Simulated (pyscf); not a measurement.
## Four-centre exchange: H₃Ge–AsH₂ (SMILES [GeH3][AsH2]) + H₂O (SMILES O) → HO–AsH–GeH₃ (SMILES O[AsH][GeH3]) + H₂ (SMILES [H][H])

Gas phase, singlet surface, charge 0. Bonds broken: As1–H3, O8–H9. Bonds formed: As1–O8, H3–H9. Structures and frequencies: ωB97X-D3(BJ)/def2-SVP in PySCF.

Transition state (Å):

```xyz
10

As    -1.4275    -0.9177    -0.0097
Ge     0.2351     0.4577     1.0326
H     -0.0785    -0.8257    -1.5364
H     -2.5879    -0.0704     0.5843
H     -0.1237     0.6273     2.5206
H      0.2665     1.8313     0.3531
H      1.5926    -0.2414     0.8956
O     -1.8632     0.3419    -1.6011
H     -0.8996    -0.1202    -1.9252
H     -2.5929    -0.0181    -2.1332
```

One imaginary mode, 1265i cm⁻¹; descent along it reached the two sides named.

```csv
bond,change,reactant side (Å),saddle,product side
As1–H3,breaks,1.518,2.039,3.9
O8–H9,breaks,0.965,1.117,2.475
As1–O8,forms,3.2,2.076,1.822
H3–H9,forms,3.0,1.150,0.761
```

Electronic energies relative to the separated reactants (kJ/mol):

```json
[
 {"level": "ωB97X-D3(BJ)/def2-TZVP", "barrier": "252.8", "reaction energy": "+51.9", "reverse barrier": "200.9"},
 {"level": "PBE/def2-TZVP", "barrier": "216.6", "reaction energy": "+52.1", "reverse barrier": "164.5"},
 {"level": "r²SCAN/def2-TZVP", "barrier": "234.3", "reaction energy": "+51.8", "reverse barrier": "182.5"},
 {"level": "B3LYP-D3(BJ)/def2-TZVP", "barrier": "239.1", "reaction energy": "+50.5", "reverse barrier": "188.6"},
 {"level": "PBE0-D3(BJ)/def2-TZVP", "barrier": "239.4", "reaction energy": "+60.4", "reverse barrier": "179.0"},
 {"level": "M06-2X/def2-TZVP", "barrier": "250.8", "reaction energy": "+47.2", "reverse barrier": "203.6"},
 {"level": "ωB97M-D3(BJ)/def2-TZVP", "barrier": "251.0", "reaction energy": "+57.9", "reverse barrier": "193.1"},
 {"level": "HF/def2-TZVP", "barrier": "341.5", "reaction energy": "+70.6", "reverse barrier": "270.9"}
]
```

With ωB97M-D3(BJ)/def2-TZVP energies and thermal terms (ideal gas, 1 atm, RRHO with modes under 100 cm⁻¹ raised to 100, one conformer, R ln 2 for rigid chiral ones), in kJ/mol:

```tsv
T (K)	ΔH‡	ΔG‡	ΔH	ΔG
298	240.5	285.9	+46.5	+54.2
600	241.0	332.0	+51.0	+60.3
900	244.2	376.9	+54.9	+64.0
1200	248.1	420.5	+57.9	+66.6
```

At the saddle there is also a short As–H contact that neither side keeps. This is the saddle that the search found; another between the same sides may lie lower. Elements up to Kr have no core potential and no relativistic terms here.
